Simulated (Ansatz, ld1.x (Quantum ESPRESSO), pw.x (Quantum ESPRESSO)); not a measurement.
**Which C potential is closest to all-electron in the fcc crystal?**

All use PBEsol, scalar-relativistic, no spin, cutoffs from each file’s atomic test, pw.x 7.5; 18³ k-points, Fermi–Dirac smearing 0.01 Ry. Δ is the rms difference from all-electron LAPW of the E(V) curves that follow from fits to the pressures, over ±6 % in volume. Mesh and smearing are coarse and serve the comparison alone. The files are a selection: those with a ghost or negative overlap were mostly not run, and those with noisy or unconverged pressures or nearly equal Δ are left out.

All-electron: a0 = 3.037 Å (V0 = 7.00 Å³/atom), B0 = 172.8 GPa.

Q: Rank them by Δ, smallest first.
A. PAW, ld1.x (Quantum ESPRESSO) 7.5, PBEsol; core [He], reference 2s2 2p2; waves: 2s (bound): rcut 1.05, rcutus 1.20 bohr; 2s channel at -0.4 Ry: rcut 1.05, rcutus 1.20 bohr; 2p (bound): rcut 1.80, rcutus 2.45 bohr; 2p channel at 1.7 Ry: rcut 1.80, rcutus 2.45 bohr; local part: all-electron potential smoothed inside 0.95 bohr (lloc = -1); core correction: Bessel-smoothed model core inside 0.55 bohr; augmentation: PSQ, radius 0.90 bohr.
B. PAW, ld1.x (Quantum ESPRESSO) 7.5, PBEsol; core [He], reference 2s2 2p2; waves: 2s (bound): rcut 1.10, rcutus 1.35 bohr; 2s channel at 0.65 Ry: rcut 1.10, rcutus 1.35 bohr; 2p (bound): rcut 1.55, rcutus 2.05 bohr; 2p channel at 0.05 Ry: rcut 1.55, rcutus 2.05 bohr; local part: all-electron potential smoothed inside 1.85 bohr (lloc = -1); core correction: none; augmentation: BESSEL, radius 1.00 bohr.
C. norm-conserving RRKJ (Kleinman–Bylander form), ld1.x (Quantum ESPRESSO) 7.5, PBEsol; core [He], reference 2s2 2p2; waves: 2s (bound): rc 0.95 bohr; 2p (bound): rc 1.90 bohr; local part: all-electron potential smoothed inside 0.75 bohr (lloc = -1); core correction: Bessel-smoothed model core inside 0.60 bohr.

A: C (1.5 meV/atom), A (7.5 meV/atom), B (10.2 meV/atom).
